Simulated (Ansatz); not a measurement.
CH5BO, SMILES BOC, the energy of protonation at one site

Program: Ansatz's Python interface.

`pa_ch5bo.py`
```python
import ansatz as az
import numpy as np


def main() -> None:
    ch5bo = (
        az.Crystal.molecule()
        .atom("B", (-0.6473, 0.7105, -0.8228))
        .atom("O", (0.3422, -0.2859, -0.788))
        .atom("C", (0.5345, -0.6284, 0.5449))
        .atom("H", (-1.7583, 0.4599, -0.9404))
        .atom("H", (-0.3929, 1.8903, -0.8175))
        .atom("H", (-0.3471, -1.0468, 1.0267))
        .atom("H", (1.3795, -1.4106, 0.5972))
        .atom("H", (0.9815, 0.254, 1.1442))
    )

    base = (
        ch5bo.calculation()
        .basis(gaussian="def2-SVP")
        .functional("b3lyp")
        .scf(lower_state_search="standard")
    )
    symbols = [site.symbol for site in ch5bo.cartesian_sites]
    start = np.array([site.position_ang for site in ch5bo.cartesian_sites], dtype=float)
    data = base.relax(force_tolerance=0.01).run(threads=1).report
    end = np.array(data["positions_ang"])

    away = sum((end[1] - end[j]) / np.linalg.norm(end[1] - end[j]) for j in [0, 2]) + np.array([0.15, 0.1, -0.2])
    proton = end[1] + 1.0 * away / np.linalg.norm(away)
    acid = az.Crystal.molecule()
    for symbol, place in zip(symbols, end):
        acid = acid.atom(symbol, place.tolist())
    acid = acid.atom("H", proton.tolist())
    protonated = (
        acid.calculation()
        .basis(gaussian="def2-SVP")
        .functional("b3lyp")
        .scf(lower_state_search="standard")
        .charge(1)
        .relax(force_tolerance=0.01, max_steps=80)
    )
    after = protonated.run(threads=1).report
    xyz = np.array(after["positions_ang"])
    reach = np.linalg.norm(xyz[:-1] - xyz[-1], axis=1)
    print(f"base {data['free_energy_ev']:.5f} eV, protonated {after['free_energy_ev']:.5f} eV")
    print(f"the proton ends {reach.min():.3f} A from {symbols[reach.argmin()]}{reach.argmin()}")
    print(f"electronic proton affinity {(data['free_energy_ev'] - after['free_energy_ev']):.3f} eV")


if __name__ == "__main__":
    main()
```

Running `python pa_ch5bo.py` prints:
```text
base -3839.73450 eV, protonated -3847.65598 eV
the proton ends 0.979 A from O1
electronic proton affinity 7.921 eV
```

Notes:
- The settings weren't tested for convergence.
- The proton is put on one chosen atom, which needn't be the most basic site, so the molecule's proton affinity can be higher; the ends are stationary points, not checked by frequencies, and zero-point and thermal terms count only where printed.
- b3lyp holds the VWN-RPA fit, as in Gaussian; the form of ORCA and Turbomole is b3lyp5.
- The whole script took 57 s on 1 thread of Intel(R) Xeon(R) Platinum 8259CL CPU @ 2.50GHz (Skylake/Cascade Lake), with other jobs on the host, peak memory 0.22 GiB.

(Lines on the test bed's own set-up are left out of the output.)
